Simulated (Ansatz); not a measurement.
Cartesian coordinates in Å:
```
F -1.8601 0.4707 -0.3590
C -0.6260 0.5599 0.1253
F -0.6124 1.5622 0.9975
C 0.0970 -0.7123 0.4839
C 0.9115 -0.4004 -0.5161
O 0.3245 0.7883 -0.9327
H -0.0240 -1.4871 1.2186
H 1.7896 -0.7812 -1.0174
```

Charge 0, multiplicity 1.

List the PBE0/def2-TZVPP orbital energies in eV (Ansatz 0.2.0). (An estimate is asked.)

The calculation gave: Occupied: -674.95, -674.95, -524.03, -284.49, -280.82, -278.87, -36.23, -34.30, -31.06, -22.33, -19.90, -17.27, -16.56, -15.77, -15.40, -13.98, -12.84, -12.35, -12.34, -11.45, -11.38, -10.25, -7.49. Lowest empty: -0.64, 1.87, 2.37, 2.44, 3.29, 3.96, 5.04, 5.13.
